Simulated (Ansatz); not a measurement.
System: COS, net charge -1, doublet state. 
Structure (B3LYP-D3(BJ)/def2-TZVP (Ansatz, a first-principles code) minimum search):
```xyz
3

O     -1.6611     0.1306     0.0371
C     -0.5834    -0.4083    -0.0636
S      1.0494     0.0878     0.0053
```
Charge -1, spin multiplicity 2.

Basis-set convergence of Hartree-Fock and CCSD(T) correlation energies (hartree) with Ansatz. Cores are frozen in the correlated levels unless marked. UHF or UKS for open shells. No spin-orbit coupling. Non-relativistic.

| basis | functions | E(HF) | E(corr, CCSD(T)) |
|---|---|---|---|
| aug-cc-pV(D+d)Z | 78 | -510.29291 | -0.49499 |
| aug-cc-pV(T+d)Z | 147 | … | … |

**Question.** Complete the blanks.

**Answer.** 
- aug-cc-pV(T+d)Z, E(HF): -510.32908
- aug-cc-pV(T+d)Z, E(corr, CCSD(T)): -0.60046
